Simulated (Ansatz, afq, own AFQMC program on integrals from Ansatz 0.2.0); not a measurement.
# CH$_{4}$Ge, singlet in 6-31G, levels against CCSDT(Q)

| atom | x (Å) | y (Å) | z (Å) |
| --- | --- | --- | --- |
| Ge | 0.0000 | 0.0000 | 0.9314 |
| C | 0.0000 | 0.0000 | -4.9946 |
| H | 0.0000 | 1.2853 | 1.7544 |
| H | 0.0000 | -1.2853 | 1.7544 |
| H | 0.0000 | 0.9233 | -5.5592 |
| H | 0.0000 | -0.9233 | -5.5592 |

Connectivity, by distances: GeH2 ··· CH2.

Basis 6-31G. Only valence electrons are correlated. Integrals, coupled cluster, full CI and functionals: Ansatz 0.2.0; the random walks run on the same integrals in our own AFQMC program. The CISD trial takes its coefficients from CCSD amplitudes. Released means that phaseless walkers are propagated on without the constraint, phases kept. Error bars are statistical, one sigma. No spin–orbit coupling.

Determinant: RHF, the one that the program's search chose, which needn't be the lowest solution. The geometry is a point of a scan.

No full CI on the walks' own integrals is used here; CCSDT(Q) serves as the reference and is uncertain by about the last step of the cluster series.

Cautions: no relativity below Rb; no spin-orbit coupling; inner d shell frozen; higher spins were not checked; restricted determinant unstable towards unrestricted (UHF 1.64 eV lower, ⟨S²⟩ 2.02).

* T1 diagnostic: 0.0093
* weight of the determinant in the CISD state: 0.871
* size of the correlated space: 12 electrons in 31 orbitals

```tsv
level	correlation energy (eV)
MP2	-2.9515
CCSD	-4.0600
CCSD(T)	-4.1217
```

(1) Estimate where AFQMC with the constraint released lies against CCSD(T) on the same integrals.

(1) 0.18 ± 0.79 mEh below CCSD(T). The gap is under twice the noise, so this walk alone can't tell the two apart.

Reference: CCSDT(Q), correlation energy -4.147 eV. The released energy is read at 1.62 1/Eh, later times being too noisy (meV from the phaseless value at times in 1/Eh: 8 ± 13 at 0.24, 28 ± 11 at 0.51, -14 ± 22 at 0.99, 21 ± 21 at 1.62, -31 ± 25 at 2.40).

```json
{"level": "CCSD(T)", "E − E(reference) (mEh)": "0.93", "share of correlation (%)": "99.39"}
{"level": "CCSDT", "E − E(reference) (mEh)": "0.14", "share of correlation (%)": "99.91"}
{"level": "ph-AFQMC/CISD", "E − E(reference) (mEh)": "-0.04 ± 0.44", "share of correlation (%)": "100.03"}
{"level": "released AFQMC", "E − E(reference) (mEh)": "0.74 ± 0.79", "share of correlation (%)": "99.51"}
```

A walk keeps the symmetry of its determinant, which the program's search chose and which needn't be the lowest solution, so a lower state of the same spin and another symmetry isn't excluded. Released energies are given only where the last usable release times agree within the noise; a slower fall can still hide under it.
